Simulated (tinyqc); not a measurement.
CIS on RHF in the sto-3g basis, for H2O, spin multiplicity 1, step by step (part 1 of 2). Computed by tinyqc, a small Python program that keeps every step (integrals from PySCF). Settings: charge = 0, multiplicity = 1, basis = sto-3g, method = RHF, energy threshold = 1e-10, iteration cap = 87, orthogonalisation = symmetric, start = Wolfsberg-Helmholz matrix, DIIS depth = 6. Command: `OMP_NUM_THREADS=1 python tinyqc.py 27475 27476 out.jsonl` (the two numbers bound the seeds that draw the settings). One thread of a shared host (Intel(R) Xeon(R) Processor @ 2.60GHz), about 0.07 s of CPU time with the checks. The early iterations of the SCF are left out here.

## One-electron integrals

Geometry (angstrom):
```
atom         x          y         z
O     0.000000   0.000000  0.000000
H     0.000000   0.844000  0.549000
H     0.000000  -0.844000  0.549000
```

Basis sto-3g: exponents (1/bohr^2) and contraction coefficients of normalised primitives:
```
element  l (shell)    exponent  coefficient
O            s (1)  130.709320     0.154329
O            s (1)   23.808861     0.535328
O            s (1)    6.443608     0.444635
O            s (2)    5.033151    -0.099967
O            s (2)    1.169596     0.399513
O            s (2)    0.380389     0.700115
O            p (3)    5.033151     0.155916
O            p (3)    1.169596     0.607684
O            p (3)    0.380389     0.391957
H            s (1)    3.425251     0.154329
H            s (1)    0.623914     0.535328
H            s (1)    0.168855     0.444635
```

Overlap, kinetic and nuclear-attraction integrals over the contracted functions; the nuclear repulsion is the sum of Za Zb / Rab.

nuclear repulsion = 8.72276690 hartree

overlap S, lower triangle:
```
           1O 1s     1O 2s    1O 2px     1O 2py    1O 2pz     2H 1s     3H 1s
1O 1s   1.000000
1O 2s   0.236704  1.000000
1O 2px  0.000000  0.000000  1.000000
1O 2py  0.000000  0.000000  0.000000   1.000000
1O 2pz  0.000000  0.000000  0.000000   0.000000  1.000000
2H 1s   0.047963  0.442805  0.000000   0.314939  0.204860  1.000000
3H 1s   0.047963  0.442805  0.000000  -0.314939  0.204860  0.194789  1.000000
```

kinetic energy T (hartree), lower triangle:
```
            1O 1s     1O 2s    1O 2px     1O 2py    1O 2pz      2H 1s     3H 1s
1O 1s   29.003200
1O 2s   -0.168011  0.808128
1O 2px   0.000000  0.000000  2.528731
1O 2py   0.000000  0.000000  0.000000   2.528731
1O 2pz   0.000000  0.000000  0.000000   0.000000  2.528731
2H 1s   -0.005465  0.106070  0.000000   0.207468  0.134952   0.760032
3H 1s   -0.005465  0.106070  0.000000  -0.207468  0.134952  -0.002126  0.760032
```

nuclear attraction V (hartree), lower triangle:
```
             1O 1s       1O 2s     1O 2px      1O 2py      1O 2pz      2H 1s      3H 1s
1O 1s   -61.669614
1O 2s    -7.431893  -10.092940
1O 2px    0.000000    0.000000  -9.945391
1O 2py    0.000000    0.000000   0.000000  -10.101904
1O 2pz   -0.015301   -0.182952   0.000000    0.000000  -10.011614
2H 1s    -1.546726   -3.530590   0.000000   -2.229472   -1.501727  -5.618407
3H 1s    -1.546726   -3.530590   0.000000    2.229472   -1.501727  -1.231110  -5.618407
```

core Hamiltonian H = T + V (hartree), lower triangle:
```
             1O 1s      1O 2s     1O 2px     1O 2py     1O 2pz      2H 1s      3H 1s
1O 1s   -32.666414
1O 2s    -7.599904  -9.284812
1O 2px    0.000000   0.000000  -7.416659
1O 2py    0.000000   0.000000   0.000000  -7.573173
1O 2pz   -0.015301  -0.182952   0.000000   0.000000  -7.482883
2H 1s    -1.552192  -3.424520   0.000000  -2.022004  -1.366775  -4.858375
3H 1s    -1.552192  -3.424520   0.000000   2.022004  -1.366775  -1.233236  -4.858375
```

## Two-electron integrals

Functions are numbered as in S; the eight-fold symmetry (ij|kl) = (ji|kl) = (kl|ij) leaves the list below.

Two-electron integrals (ij|kl) in chemists' order, unique and non-zero (hartree):
```
(11|11) 4.785065    (21|11) 0.741380    (21|21) 0.136873    (22|11) 1.118947
(22|21) 0.256633    (22|22) 0.817206    (31|31) 0.024477    (32|31) 0.037809
(32|32) 0.180518    (33|11) 1.115814    (33|21) 0.256684    (33|22) 0.817023
(33|33) 0.880159    (41|41) 0.024477    (42|41) 0.037809    (42|42) 0.180518
(43|43) 0.047444    (44|11) 1.115814    (44|21) 0.256684    (44|22) 0.817023
(44|33) 0.785270    (44|44) 0.880159    (51|51) 0.024477    (52|51) 0.037809
(52|52) 0.180518    (53|53) 0.047444    (54|54) 0.047444    (55|11) 1.115814
(55|21) 0.256684    (55|22) 0.817023    (55|33) 0.785270    (55|44) 0.785270
(55|55) 0.880159    (61|11) 0.152431    (61|21) 0.027904    (61|22) 0.051982
(61|33) 0.051881    (61|41) 0.001080    (61|42) 0.002021    (61|44) 0.052098
(61|51) 0.000702    (61|52) 0.001314    (61|54) 0.000141    (61|55) 0.051973
(61|61) 0.005763    (62|11) 0.370205    (62|21) 0.085969    (62|22) 0.303024
(62|33) 0.297881    (62|41) 0.005409    (62|42) 0.041295    (62|44) 0.308521
(62|51) 0.003519    (62|52) 0.026861    (62|54) 0.006920    (62|55) 0.302383
(62|61) 0.017867    (62|62) 0.139025    (63|31) 0.009003    (63|32) 0.052382
(63|43) 0.008583    (63|53) 0.005583    (63|63) 0.019831    (64|11) 0.223263
(64|21) 0.052517    (64|22) 0.197668    (64|33) 0.188695    (64|41) 0.011899
(64|42) 0.077895    (64|44) 0.212559    (64|51) 0.001884    (64|52) 0.016596
(64|54) 0.009939    (64|55) 0.191529    (64|61) 0.011398    (64|62) 0.110157
(64|64) 0.106111    (65|11) 0.145226    (65|21) 0.034161    (65|22) 0.128578
(65|33) 0.122741    (65|41) 0.001884    (65|42) 0.016596    (65|44) 0.127097
(65|51) 0.010228    (65|52) 0.063177    (65|54) 0.011417    (65|55) 0.135751
(65|61) 0.007414    (65|62) 0.071654    (65|64) 0.056123    (65|65) 0.056337
(66|11) 0.509267    (66|21) 0.120185    (66|22) 0.485742    (66|33) 0.466091
(66|41) 0.009813    (66|42) 0.103202    (66|44) 0.507092    (66|51) 0.006383
(66|52) 0.067130    (66|54) 0.026670    (66|55) 0.483439    (66|61) 0.025203
(66|62) 0.280273    (66|64) 0.253534    (66|65) 0.164917    (66|66) 0.774606
(71|11) 0.152431    (71|21) 0.027904    (71|22) 0.051982    (71|33) 0.051881
(71|41) -0.001080   (71|42) -0.002021   (71|44) 0.052098    (71|51) 0.000702
(71|52) 0.001314    (71|54) -0.000141   (71|55) 0.051973    (71|61) 0.005662
(71|62) 0.017236    (71|64) 0.010054    (71|65) 0.007159    (71|66) 0.024015
(71|71) 0.005763    (72|11) 0.370205    (72|21) 0.085969    (72|22) 0.303024
(72|33) 0.297881    (72|41) -0.005409   (72|42) -0.041295   (72|44) 0.308521
(72|51) 0.003519    (72|52) 0.026861    (72|54) -0.006920   (72|55) 0.302383
(72|61) 0.017236    (72|62) 0.110378    (72|64) 0.060618    (72|65) 0.055196
(72|66) 0.180191    (72|71) 0.017867    (72|72) 0.139025    (73|31) 0.009003
(73|32) 0.052382    (73|43) -0.008583   (73|53) 0.005583    (73|63) 0.015141
(73|73) 0.019831    (74|11) -0.223263   (74|21) -0.052517   (74|22) -0.197668
(74|33) -0.188695   (74|41) 0.011899    (74|42) 0.077895    (74|44) -0.212559
(74|51) -0.001884   (74|52) -0.016596   (74|54) 0.009939    (74|55) -0.191529
(74|61) -0.010054   (74|62) -0.060618   (74|64) -0.018706   (74|65) -0.029660
(74|66) -0.088688   (74|71) -0.011398   (74|72) -0.110157   (74|74) 0.106111
(75|11) 0.145226    (75|21) 0.034161    (75|22) 0.128578    (75|33) 0.122741
(75|41) -0.001884   (75|42) -0.016596   (75|44) 0.127097    (75|51) 0.010228
(75|52) 0.063177    (75|54) -0.011417   (75|55) 0.135751    (75|61) 0.007159
(75|62) 0.055196    (75|64) 0.029660    (75|65) 0.042318    (75|66) 0.098367
(75|71) 0.007414    (75|72) 0.071654    (75|74) -0.056123   (75|75) 0.056337
(76|11) 0.123751    (76|21) 0.028966    (76|22) 0.109803    (76|33) 0.107494
(76|44) 0.109990    (76|51) 0.001911    (76|52) 0.016995    (76|55) 0.111807
(76|61) 0.005941    (76|62) 0.048698    (76|64) 0.033456    (76|65) 0.028229
(76|66) 0.099119    (76|71) 0.005941    (76|72) 0.048698    (76|74) -0.033456
(76|75) 0.028229    (76|76) 0.020699    (77|11) 0.509267    (77|21) 0.120185
(77|22) 0.485742    (77|33) 0.466091    (77|41) -0.009813   (77|42) -0.103202
(77|44) 0.507092    (77|51) 0.006383    (77|52) 0.067130    (77|54) -0.026670
(77|55) 0.483439    (77|61) 0.024015    (77|62) 0.180191    (77|64) 0.088688
(77|65) 0.098367    (77|66) 0.310233    (77|71) 0.025203    (77|72) 0.280273
(77|74) -0.253534   (77|75) 0.164917    (77|76) 0.099119    (77|77) 0.774606
```

## Orthogonalisation

S = U s U^T; symmetric (Loewdin) form X = U s^(-1/2) U^T, so that X^T S X = 1.

eigenvalues of S: 0.376739  0.446690  0.893945  1.000000  1.084765  1.358521  1.839340

X, lower triangle:
```
            1O 1s      1O 2s    1O 2px     1O 2py     1O 2pz      2H 1s     3H 1s
1O 1s    1.024032
1O 2s   -0.141168   1.213360
1O 2px   0.000000   0.000000  1.000000
1O 2py   0.000000   0.000000  0.000000   1.108918
1O 2pz  -0.008332   0.086688  0.000000   0.000000   1.039257
2H 1s    0.021278  -0.270739  0.000000  -0.220452  -0.123028   1.176485
3H 1s    0.021278  -0.270739  0.000000   0.220452  -0.123028  -0.068782  1.176485
```

## Starting guess

The start is the generalised Wolfsberg-Helmholz matrix (K = 1.75) built on H; D = 2 C_occ C_occ^T.

D at the start, lower triangle:
```
            1O 1s      1O 2s    1O 2px     1O 2py    1O 2pz     2H 1s     3H 1s
1O 1s    2.061839
1O 2s   -0.249142   1.147823
1O 2px   0.000000   0.000000  2.000000
1O 2py   0.000000   0.000000  0.000000   1.370634
1O 2pz   0.099857  -0.365315  0.000000   0.000000  1.865293
2H 1s   -0.142904   0.360408  0.000000   0.371129  0.107982  0.244266
3H 1s   -0.142904   0.360408  0.000000  -0.371129  0.107982  0.043283  0.244266
```

## Iteration 8 (converged): orbitals

converged F (hartree), lower triangle:
```
             1O 1s      1O 2s     1O 2px     1O 2py     1O 2pz      2H 1s      3H 1s
1O 1s   -20.224138
1O 2s    -5.160372  -2.421662
1O 2px    0.000000   0.000000  -0.380333
1O 2py    0.000000   0.000000   0.000000  -0.289103
1O 2pz   -0.027542  -0.096172   0.000000   0.000000  -0.313480
2H 1s    -1.062474  -0.937182   0.000000  -0.400944  -0.318396  -0.507729
3H 1s    -1.062474  -0.937182   0.000000   0.400944  -0.318396  -0.301650  -0.507729
```

Diagonalise F' = X^T F X, C = X C', fill 5 alpha and 5 beta electrons from the bottom; D = 2 C_occ C_occ^T. Each column has its largest component positive (the first on a tie).

F' = X^T F X (hartree), lower triangle:
```
            1          2          3          4          5          6         7
1  -19.845791
2   -2.694197  -1.242130
3    0.000000   0.000000  -0.380333
4    0.000000   0.000000   0.000000   0.016524
5   -0.052819   0.104773   0.000000   0.000000  -0.193614
6   -0.149047  -0.482430   0.000000  -0.465386  -0.296136   0.010346
7   -0.149047  -0.482430   0.000000   0.465386  -0.296136  -0.082259  0.010346
```

orbital energies (hartree): MO1 -20.232811, MO2 -1.233661, MO3 -0.604689, MO4 -0.423873, MO5 -0.380333, MO6 0.536896, MO7 0.713819

coefficients C:
```
              MO1        MO2        MO3        MO4       MO5        MO6        MO7
1O 1s    0.994223  -0.235305   0.000000   0.094800  0.000000  -0.129269   0.000000
1O 2s    0.025688   0.852718   0.000000  -0.493232  0.000000   0.821718   0.000000
1O 2px   0.000000   0.000000   0.000000   0.000000  1.000000   0.000000   0.000000
1O 2py   0.000000   0.000000   0.592432   0.000000  0.000000   0.000000   0.987887
1O 2pz   0.003609   0.104437   0.000000   0.795187  0.000000   0.688962   0.000000
2H 1s   -0.005493   0.156657   0.444085   0.286332  0.000000  -0.771903  -0.791664
3H 1s   -0.005493   0.156657  -0.444085   0.286332  0.000000  -0.771903   0.791664
```

D after iteration 8, lower triangle:
```
            1O 1s      1O 2s    1O 2px     1O 2py    1O 2pz      2H 1s     3H 1s
1O 1s    2.105669
1O 2s   -0.443737   1.942131
1O 2px   0.000000   0.000000  2.000000
1O 2py   0.000000   0.000000  0.000000   0.701952
1O 2pz   0.108796  -0.606126  0.000000   0.000000  1.286484
2H 1s   -0.030359  -0.015570  0.000000   0.526181  0.488057   0.607539
3H 1s   -0.030359  -0.015570  0.000000  -0.526181  0.488057  -0.181309  0.607539
```

## Convergence

Stop when the energy changes by less than 1e-10 hartree and every element of the error matrix X^T (F D S - S D F) X is below 3e-06.

Course of the cycle:
```
iteration   E (hartree)     change  largest element of the error matrix
1          -74.64063989          -                             4.29e-01
2          -74.93564089  -2.95e-01                             1.08e-01
3          -74.95481656  -1.92e-02                             3.18e-02
4          -74.95654251  -1.73e-03                             5.02e-03
5          -74.95663321  -9.07e-05                             1.08e-03
6          -74.95663567  -2.46e-06                             2.04e-05
7          -74.95663567  -4.61e-10                             2.81e-07
8          -74.95663567  -1.14e-13                             6.20e-10
```

PySCF RHF in the same basis = -74.95663567 hartree

Converged in 8 iterations.

## Populations, bond orders and dipole

Mulliken: Z minus the diagonal of D S on the atom; Loewdin: the same with S^(1/2) D S^(1/2); Mayer order: 2 sum_s sum (D(s) S)_ij (D(s) S)_ji over the two atoms.

Charges (e):
```
atom   Mulliken    Loewdin
1O    -0.340861  -0.242387
2H     0.170431   0.121194
3H     0.170431   0.121194
```

Mayer bond orders:
```
pair     order
2-1   0.952171
3-1   0.952171
3-2   0.018782
```

dipole moment about the origin, x y z (debye): 0.000000  0.000000  1.603199

## Integrals over molecular orbitals

(pq|rs) = sum C_ip C_jq C_kr C_ls (ij|kl), one index at a time.

one-electron integrals over orbitals h = C^T H C (hartree), lower triangle:
```
            1          2          3          4          5          6          7
1  -32.649025
2    0.563657  -7.612979
3    0.000000   0.000000  -6.215722
4   -0.212685   0.455262   0.000000  -6.909651
5    0.000000   0.000000   0.000000   0.000000  -7.416659
6    0.299120  -1.327079   0.000000  -1.115136   0.000000  -5.239651
7    0.000000   0.000000  -1.760754   0.000000   0.000000   0.000000  -5.609366
```

Two-electron integrals over orbitals (pq|rs), unique and non-zero (hartree):
```
(11|11) 4.745159    (21|11) -0.421316   (21|21) 0.059254    (22|11) 1.008516
(22|21) -0.014033   (22|22) 0.721610    (31|31) 0.010435    (32|31) 0.017046
(32|32) 0.140910    (33|11) 0.778460    (33|21) -0.004453   (33|22) 0.629703
(33|33) 0.615539    (41|11) 0.168398    (41|21) -0.021190   (41|22) 0.013990
(41|33) 0.005751    (41|41) 0.026620    (42|11) -0.129109   (42|21) 0.008394
(42|22) -0.006530   (42|33) 0.006033    (42|41) 0.020298    (42|42) 0.128171
(43|31) -0.002638   (43|32) 0.024545    (43|43) 0.047826    (44|11) 0.994375
(44|21) -0.012773   (44|22) 0.679032    (44|33) 0.587312    (44|41) -0.011070
(44|42) -0.104092   (44|44) 0.770715    (51|51) 0.026022    (52|51) 0.032769
(52|52) 0.146704    (53|53) 0.027534    (54|51) -0.012269   (54|52) -0.043684
(54|54) 0.052806    (55|11) 1.115342    (55|21) -0.011872   (55|22) 0.749124
(55|33) 0.615626    (55|41) 0.004680    (55|42) -0.069409   (55|44) 0.724525
(55|55) 0.880159    (61|11) -0.232001   (61|21) 0.034663    (61|22) -0.002519
(61|33) -0.000149   (61|41) 0.000425    (61|42) 0.019807    (61|44) -0.017445
(61|55) -0.006167   (61|61) 0.028939    (62|11) 0.296515    (62|21) -0.006942
(62|22) 0.137303    (62|33) 0.067702    (62|41) 0.018126    (62|42) 0.024878
(62|44) 0.086717    (62|55) 0.154282    (62|61) 0.006224    (62|62) 0.097910
(63|31) 0.002549    (63|32) -0.046185   (63|43) -0.032896   (63|63) 0.079114
(64|11) 0.225808    (64|21) -0.002294   (64|22) 0.103652    (64|33) 0.042363
(64|41) 0.003539    (64|42) -0.026271   (64|44) 0.121172    (64|55) 0.121526
(64|61) 0.000503    (64|62) 0.063872    (64|64) 0.071421    (65|51) 0.015413
(65|52) 0.058450    (65|54) 0.000326    (65|65) 0.037278    (66|11) 0.774351
(66|21) -0.007024   (66|22) 0.595860    (66|33) 0.558799    (66|41) 0.019952
(66|42) 0.057673    (66|44) 0.540707    (66|55) 0.575888    (66|61) 0.007589
(66|62) 0.088398    (66|64) 0.044999    (66|66) 0.583081    (71|31) 0.015023
(71|32) 0.023067    (71|43) -0.003927   (71|63) 0.003173    (71|71) 0.021678
(72|31) 0.014266    (72|32) 0.046972    (72|43) -0.030171   (72|63) 0.032994
(72|71) 0.019465    (72|72) 0.064761    (73|11) 0.368140    (73|21) -0.007245
(73|22) 0.151742    (73|33) 0.090536    (73|41) -0.000479   (73|42) -0.071158
(73|44) 0.161682    (73|55) 0.196008    (73|61) -0.006249   (73|62) 0.076223
(73|64) 0.080346    (73|66) 0.038929    (73|73) 0.151929    (74|31) -0.008627
(74|32) -0.072593   (74|43) -0.001020   (74|63) 0.048693    (74|71) -0.012283
(74|72) -0.017738   (74|74) 0.065864    (75|53) 0.023950    (75|75) 0.025328
(76|31) 0.009002    (76|32) 0.098797    (76|43) 0.052211    (76|63) -0.072381
(76|71) 0.012462    (76|72) -0.004925   (76|74) -0.057314   (76|76) 0.119113
(77|11) 0.873350    (77|21) -0.009708   (77|22) 0.621355    (77|33) 0.600624
(77|41) 0.003700    (77|42) -0.018789   (77|44) 0.605490    (77|55) 0.625554
(77|61) -0.005259   (77|62) 0.067928    (77|64) 0.045710    (77|66) 0.556831
(77|73) 0.102374    (77|77) 0.616427
```

## CIS matrix, singlets

A(ia,jb) = (e_a - e_i) d_ij d_ab + 2 (ia|jb) - (ij|ab).

CIS matrix A, singlet (hartree), lower triangle:
```
           1>6        1>7       2>6        2>7       3>6       3>7       4>6       4>7
1>6  20.053235
1>7   0.000000  20.116637
2>6   0.019472   0.000000  1.370517
2>7   0.000000   0.048638  0.000000   1.455646
3>6   0.000000  -0.002655  0.000000  -0.032808  0.741014
3>7  -0.021500   0.000000  0.053650   0.000000  0.000000  1.021743
4>6  -0.018947   0.000000  0.070072   0.000000  0.000000  0.108482  0.562905
4>7   0.000000  -0.028267  0.000000  -0.016687  0.045175  0.000000  0.000000  0.663929
5>6   0.000000   0.000000  0.000000   0.000000  0.000000  0.000000  0.000000  0.000000
5>7   0.000000   0.000000  0.000000   0.000000  0.000000  0.000000  0.000000  0.000000

          5>6       5>7
5>6  0.415897
5>7  0.000000  0.519255
```

## CIS singlet states

dipole integrals <i|r|a> (bohr):
```
            x          y          z
1>6  0.000000   0.000000   0.041166
1>7  0.000000   0.056956   0.000000
2>6  0.000000   0.000000  -0.061447
2>7  0.000000  -0.137073   0.000000
3>6  0.000000  -0.940927   0.000000
3>7  0.000000   0.000000  -0.595988
4>6  0.000000   0.000000  -0.424133
4>7  0.000000  -0.692185   0.000000
5>6  0.080628   0.000000   0.000000
5>7  0.000000   0.000000   0.000000
```

Diagonalise A (1 hartree = 27.211386 eV); each vector has its largest component positive (the first on a tie). The transition dipole is mu = sqrt2 sum c_ia <i|r|a>.

singlet excitation energies (eV): 11.317142  14.129650  14.548860  17.498440  20.678016  28.102372  37.761183  39.659584  545.678038  547.406156

lowest vectors:
```
      state 1   state 2    state 3    state 4   state 5    state 6
1>6  0.000000  0.000000   0.000784   0.000000  0.000000   0.001477
1>7  0.000000  0.000000   0.000000   0.001257  0.000602   0.000000
2>6  0.000000  0.000000  -0.068329   0.000000  0.000000  -0.192975
2>7  0.000000  0.000000   0.000000   0.001690  0.052749   0.000000
3>6  0.000000  0.000000   0.000000  -0.418283  0.907089   0.000000
3>7  0.000000  0.000000  -0.209673   0.000000  0.000000   0.961979
4>6  0.000000  0.000000   0.975381   0.000000  0.000000   0.193273
4>7  0.000000  0.000000   0.000000   0.908314  0.417620   0.000000
5>6  1.000000  0.000000   0.000000   0.000000  0.000000   0.000000
5>7  0.000000  1.000000   0.000000   0.000000  0.000000   0.000000
```

oscillator strengths 2/3 w |mu|^2: 0.003605  0.000000  0.057700  0.047475  1.339429  0.569994

## CIS matrix, triplets

A(ia,jb) = (e_a - e_i) d_ij d_ab - (ij|ab).

CIS matrix A, triplet (hartree), lower triangle:
```
           1>6        1>7        2>6        2>7        3>6        3>7       4>6       4>7
1>6  19.995356
1>7   0.000000  20.073281
2>6   0.007024   0.000000   1.174697
2>7   0.000000   0.009708   0.000000   1.326125
3>6   0.000000  -0.009002   0.000000  -0.098797   0.582787
3>7  -0.009002   0.000000  -0.098797   0.000000   0.000000   0.717885
4>6  -0.019952   0.000000  -0.057673   0.000000   0.000000  -0.052211  0.420062
4>7   0.000000  -0.003700   0.000000   0.018789  -0.052211   0.000000  0.000000  0.532202
5>6   0.000000   0.000000   0.000000   0.000000   0.000000   0.000000  0.000000  0.000000
5>7   0.000000   0.000000   0.000000   0.000000   0.000000   0.000000  0.000000  0.000000

          5>6       5>7
5>6  0.341342
5>7  0.000000  0.468598
```
